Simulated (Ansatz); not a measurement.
**Structure relaxation of K3Al**

Level of theory: Ansatz 0.2.0, DFT PBE, scalar-relativistic, plane waves, PAW. Cutoff 420 eV, Γ-centred k mesh, Gaussian smearing, no spin polarisation in the final step.

K3Al was placed on the Cu3Au (L1_2) structure type (Pm-3m, No. 221), with Al in place of Au, K in place of Cu, at a guessed volume.

```
CELL_PARAMETERS angstrom
4.96152 0.00000 0.00000
0.00000 4.96152 0.00000
0.00000 0.00000 4.96152
ATOMIC_POSITIONS crystal
K 0.00000 0.50000 0.50000
K 0.50000 0.00000 0.50000
K 0.50000 0.50000 0.00000
Al 0.00000 0.00000 0.00000
```

Cell and atoms relax at zero pressure; the relaxation can't lower the symmetry of the start. After a coarse first stage the cell is made exact in the group found at 0.06 Å.

Energies over the elements count from the elements' standard structures at the same level, with no empirical corrections.

Problem. What does it relax into?

Solution. It keeps Pm-3m (No. 221). The result has the Cu3Au (L1_2) structure. Conventional cell: a = 5.760 Å. K has 4 Al at 4.07 Å and 8 K at 4.07 Å; Al has 12 K at 4.07 Å.

```xyz
4
Lattice="5.7600 0.0000 0.0000 0.0000 5.7600 0.0000 0.0000 0.0000 5.7600" Properties=species:S:1:pos:R:3 pbc="T T T"
K     0.0000    2.8800    2.8800
K     2.8800    0.0000    2.8800
K     2.8800    2.8800    0.0000
Al    0.0000    0.0000    0.0000
```

Problem. What are its volume, energy, density and gap?

Solution. The volume per atom is 47.78 Å³ and the density is 1.25 g/cm³. The energy over the elements is 0.31 eV/atom and the gap on the 8×8×8 mesh is 0 eV (a metal).

The final run used a 8×8×8 mesh on its 4-atom cell and 0.10 eV smearing. For metals, differences of a few meV/atom aren't resolved. A structure relaxed within its symmetry needn't be a true minimum.

Cost: 3 runs of about 0.56 core-minutes in all, on Intel Xeon Platinum 8375C (Ice Lake) (shared hosts).